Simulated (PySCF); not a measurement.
# M06-2X/6-31G run of HCl (hydrogen chloride)

What is the energy change on altering one bond length of HCl (hydrogen chloride) at M06-2X/6-31G? 

Program for the calculation: PySCF 2.14.0.

12 further runs of the same task are left out: 3 that didn't finish, 9 set aside as unsound or not needed.

### 1 The structure to begin with

The species is HCl (2 atoms), meant as a singlet with charge 0. SMILES: `Cl`. The shape is that of a PBE0-D4/def2-TZVP optimisation.

Bond lengths: Cl1–H2 1.279 Å.

### 2 A single-point energy at M06-2X/6-31G

The input, calc.py:

```python
from pyscf import gto, dft

mol = gto.M(
    atom='''
Cl   0.546000  -0.178500   0.280800
H   -0.546000   0.178500  -0.280800
''',
    max_memory=1860,
    spin=0,
    basis='6-31g',
    verbose=3,
    charge=0,
)

myscf = dft.RKS(mol, xc='m06-2x')
myscf.conv_tol = 1e-10
myscf.grids.level = 5
myscf.kernel()
if not myscf.converged:
    myscf = myscf.newton().run(myscf.mo_coeff, myscf.mo_occ)

e_tot = myscf.e_tot
print('Final energy', e_tot)
```

Run with:

```
OMP_NUM_THREADS=1 python calc.py
```

Log:

```text
converged SCF energy = -460.73394749667
Final energy -460.7339474966696
```

It took 1.4 s on 1 thread of Arm Neoverse V1, shared host; peak memory 0.16 GiB.

### 3 The distorted shape at the same level

The input, start.xyz:

```xyz
2
ClH
Cl     1.419579    -0.464093     0.730069
H     -0.546000     0.178500    -0.280800
```

The input, calc.py:

```python
from pyscf import gto, dft

mol = gto.Mole()
mol.atom = 'start.xyz'
mol.basis = '6-31g'
mol.max_memory = 1860
mol.spin = 0
mol.verbose = 3
mol.build()

mf = dft.RKS(mol, xc='m06-2x')
mf.grids.level = 5
mf.conv_tol = 1e-10
mf.kernel()
if not mf.converged:
    mf = mf.newton().run(mf.mo_coeff, mf.mo_occ)

e_final = mf.e_tot
print('Final energy', e_final)
```

Run with:

```
OMP_NUM_THREADS=1 python calc.py
```

Log:

```text
converged SCF energy = -460.606458900201
Final energy -460.60645890020106
```

Run time: 1.5 s. Hardware: 1 thread of Arm Neoverse V1, shared host; peak memory 0.16 GiB.

### 4 Outcome

Level: M06-2X/6-31G.

```
                                                          quantity          value
                                         first shape: total energy  -460.73395 Eh
                                        first shape: dipole moment         1.84 D
                                          first shape: HOMO energy      -10.82 eV
                                          first shape: LUMO energy        1.66 eV
                                        first shape: HOMO–LUMO gap       12.48 eV
                                     distorted shape: total energy  -460.60646 Eh
                                    distorted shape: dipole moment         2.46 D
                                      distorted shape: HOMO energy      -10.28 eV
                                      distorted shape: LUMO energy       -4.68 eV
                                    distorted shape: HOMO–LUMO gap        5.61 eV
energy change with the Cl1–H2 bond stretched from 1.279 to 2.302 Å       3.469 eV
```

**Reading.** With the Cl1–H2 bond stretched from 1.279 to 2.302 Å the energy rises by 3.47 eV (80 kcal/mol). The first shape isn't relaxed at this level, so the change isn't measured from a minimum. A restricted reference can't describe the breaking bond well at this length.
